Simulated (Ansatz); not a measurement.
Task: the interaction energy of a dimer with the counterpoise correction of CH₄, SMILES C, with the Ansatz DFT code, driven from Python. Give the script and its output. Level of theory (for the species named): CCSD(T), def2-SVP basis, multiplicity 1.

```xyz
5

C     0.0000    0.0000    0.0000
H     0.1579   -0.2416    1.0431
H    -0.9998    0.3926   -0.1321
H     0.1189   -0.8934   -0.5992
H     0.7231    0.7424   -0.3118
```

Script `run_dimer.py`:
```python
'''Interaction energy of two CH4 molecules, with the counterpoise correction.'''

from dataclasses import dataclass

import ansatz as az


@dataclass
class RunConfig:
    basis: str = 'def2-SVP'
    method: str = 'ccsd_t'


settings = RunConfig()

FIRST = [
    ('C', (0.0, 0.0, 0.0)),
    ('H', (0.1579, -0.2416, 1.0431)),
    ('H', (-0.9998, 0.3926, -0.1321)),
    ('H', (0.1189, -0.8934, -0.5992)),
    ('H', (0.7231, 0.7424, -0.3118)),
]
SECOND = [
    ('C', (1.623, -0.3462, -3.4407)),
    ('H', (1.9994, 0.6682, -3.4642)),
    ('H', (1.3197, -0.5952, -2.4321)),
    ('H', (2.4004, -1.0271, -3.7622)),
    ('H', (0.7723, -0.4307, -4.1044)),
]

def energy(atoms, ghosts=()):
    molecule = az.Crystal.molecule()
    for symbol, xyz in atoms:
        molecule = molecule.atom(symbol, xyz)
    calc = (
        molecule.calculation()
        .basis(gaussian=settings.basis)
        .correlation(settings.method)
    )
    deck = calc.input()
    if ghosts:
        deck = deck.set(az.key.basis.gaussian.ghost_atoms, [{'symbol': s, 'position_ang': list(xyz)} for s, xyz in ghosts])
    return az.Session.from_dict(deck).plan().execute().report['free_energy_ev']


def main() -> None:
    # ghost atoms carry the functions of the partner
    both = energy(FIRST + SECOND)
    alone = energy(FIRST) + energy(SECOND)
    ghosted = energy(FIRST, SECOND) + energy(SECOND, FIRST)
    print(f'dimer {both:.6f} eV')
    print(f'interaction, uncorrected   {96.485332 * (both - alone):8.3f} kJ/mol')
    print(f'interaction, counterpoise  {96.485332 * (both - ghosted):8.3f} kJ/mol')
    print(f'basis-set superposition    {96.485332 * (alone - ghosted):8.3f} kJ/mol')


if __name__ == '__main__':
    main()
```

`python run_dimer.py` gives:
```text
dimer -2196.308896 eV
interaction, uncorrected      0.506 kJ/mol
interaction, counterpoise     2.555 kJ/mol
basis-set superposition       2.049 kJ/mol
```

Uncorrected it is 0.506 kJ/mol, with the counterpoise correction 2.555 kJ/mol; the difference, 2.05 kJ/mol, is the superposition error. In this basis both values are repulsive.

Total energies depend on the basis set; only differences at equal settings carry meaning. The dimer is a generated trial pose of unrelaxed monomers, not a minimum, so the figure is no binding energy, and the basis set is small. Hardware and time: 4 s on 1 thread of Intel(R) Xeon(R) Processor @ 2.30GHz, with other jobs on the host, peak memory 0.28 GiB.
